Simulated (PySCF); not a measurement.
Species: ethyl isocyanide, C3H5N.
Cartesian coordinates in Å at the PBE0-D3(BJ)/def2-TZVP level; atoms count from 1:
```
atom  x, y, z in Å
C1     2.4245   -0.6389    0.6300
N2     1.4530   -0.0796    0.3142
C3     0.2543    0.5714   -0.0676
C4    -0.9177   -0.3917   -0.1181
H5     0.4185    1.0347   -1.0438
H6     0.0651    1.3760    0.6476
H7    -0.7318   -1.1881   -0.8396
H8    -1.8205    0.1443   -0.4155
H9    -1.0873   -0.8448    0.8593
```

Jobs on this species (9 atoms, 30 electrons) with PySCF (density fitting). Hardware of each: one thread of an Arm Neoverse N1 (shared host). The host was shared with other jobs, so the times are rough. Peak memory is the resident size of the whole Python process, interpreter and libraries included.

```json
{"level and settings": "PBE0-D3(BJ)/def2-TZVP, grid level 2", "work": "geometry optimisation from a GFN2-xTB start shaken at random", "basis functions": "154", "SCF cycles": "?", "wall time": "?", "peak memory": "?"}
{"level and settings": "wB97X-D/pcSseg-2, IEF-PCM chloroform", "work": "shieldings", "basis functions": "214", "SCF cycles": "13", "wall time": "31 s", "peak memory": "0.87 GiB"}
{"level and settings": "KT3/pcSseg-2", "work": "shieldings", "basis functions": "214", "SCF cycles": "14", "wall time": "32 s", "peak memory": "0.58 GiB"}
{"level and settings": "PBE0/pcSseg-2", "work": "shieldings, charges and field gradients", "basis functions": "214", "SCF cycles": "13", "wall time": "28 s", "peak memory": "0.87 GiB"}
{"level and settings": "B97-2/pcSseg-2", "work": "shieldings", "basis functions": "214", "SCF cycles": "12", "wall time": "23 s", "peak memory": "0.79 GiB"}
{"level and settings": "wB97X-D/pcSseg-2", "work": "shieldings", "basis functions": "214", "SCF cycles": "13", "wall time": "31 s", "peak memory": "0.81 GiB"}
{"level and settings": "WP04/pcSseg-2, IEF-PCM chloroform", "work": "shieldings", "basis functions": "214", "SCF cycles": "14", "wall time": "27 s", "peak memory": "0.84 GiB"}
```

Q: Fill in the missing figures.

A: 
- PBE0-D3(BJ)/def2-TZVP, grid level 2; geometry optimisation from a GFN2-xTB start shaken at random: 93 s, 0.62 GiB, 57 SCF cycles

Q: What do all jobs in the table cost together?

A: About 4.4 min; the longest takes about 35 % of that, and about 4 times as long as the shortest.
